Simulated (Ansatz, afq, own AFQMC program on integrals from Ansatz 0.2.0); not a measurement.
# N2 (singlet): quantum Monte Carlo beside coupled cluster at distance N1–N2 = 1.185 Å, 6-31G

An exercise on one series of results from a longer session: the logs are not shown, and one member is left open.

Program: Ansatz 0.2.0, Gaussian basis, and an in-house AFQMC program (afq) on its integrals; all values are calculated. Level of theory: 6-31G, frozen cores. These are calculated values, not measurements.

To be run: Full CI; PBE (unrestricted); r2SCAN (unrestricted); PBE0 (unrestricted); B3LYP (unrestricted); wB97M-V (unrestricted); B2PLYP (unrestricted); CCSD(T) on RHF; Full CI; CCSDT(Q) on RHF; CCSDTQ on RHF; Phaseless AFQMC, CISD trial on RHF; Free-projection AFQMC, first-order trial on RHF; UHF; CCSD(T) on UHF; Full CI; CCSDT(Q) on UHF; CCSDTQ on UHF; Phaseless AFQMC, CISD trial on UHF; Free-projection AFQMC, first-order trial on UHF.

9 further runs of the same task are left out: 1 for a known fault of the program, 8 that didn't finish.

### What is computed

The geometry derives from a PBE0/def2-TZVP stationary point (not a proven minimum). One bond is set to the value named and the two fragments are kept rigid.

2 atoms, charge 0, spin multiplicity 1.

Atoms are counted from 1 here; the program's logs count them from 0.

Bond lengths: N1–N2 1.185 Å.

As a file:

```xyz
2
charge 0, multiplicity 1
N     0.00000    0.00000    0.00000
N     0.00000    0.00000    1.18500
```

Set-up of the first run:

Contents of in.yaml:

```yaml
crystal:
  periodic: [false, false, false]
  atoms:
    - {symbol: N, position_ang: [0.000000, 0.000000, 0.000000]}
    - {symbol: N, position_ang: [0.000000, 0.000000, 1.185000]}
basis:
  gaussian: {orbitals: 6-31G}
correlation: {method: fci, electrons: outside_noble_gas}
```

The run is started by

```
$ ansatz run in.yaml --threads 1 --pin off --events-out ev --progress --plain --max-ram 16896MiB --backend cuda --devices 0, --max-vram 18GiB
```

Steps of the session up to this table: Full CI; PBE (unrestricted); r2SCAN (unrestricted); PBE0 (unrestricted); B3LYP (unrestricted); wB97M-V (unrestricted); B2PLYP (unrestricted); CCSD(T) on RHF; CCSDT(Q) on RHF; CCSDTQ on RHF; Phaseless AFQMC, CISD trial on RHF; Free-projection AFQMC, first-order trial on RHF (settings varied); UHF; CCSD(T) on UHF; CCSDT(Q) on UHF; CCSDTQ on UHF; Phaseless AFQMC, CISD trial on UHF; Free-projection AFQMC, first-order trial on UHF (settings varied).

One of the session's tables, all rows but one given; the rest of the session is left out.

It belongs to the step «AFQMC on the ladder». On the RHF determinant, counted from full CI (exact for this spin and basis):

| level | from full CI (meV) |
| --- | --- |
| HF | +7026.3 |
| MP2 | ? |
| CCSD | +334.1 |
| CCSD(T) | +66.4 |
| CCSDT(Q) | -4.7 |
| CCSDTQ | +9.8 |
| full CI | 0.0 |
| Phaseless AFQMC, CISD trial, step 0.005, 4000 walkers | +27.3 |

**Question.** Estimate the row for MP2.

As computed: from full CI (meV): -223.6. In the column «from full CI (meV)» it is the lowest.
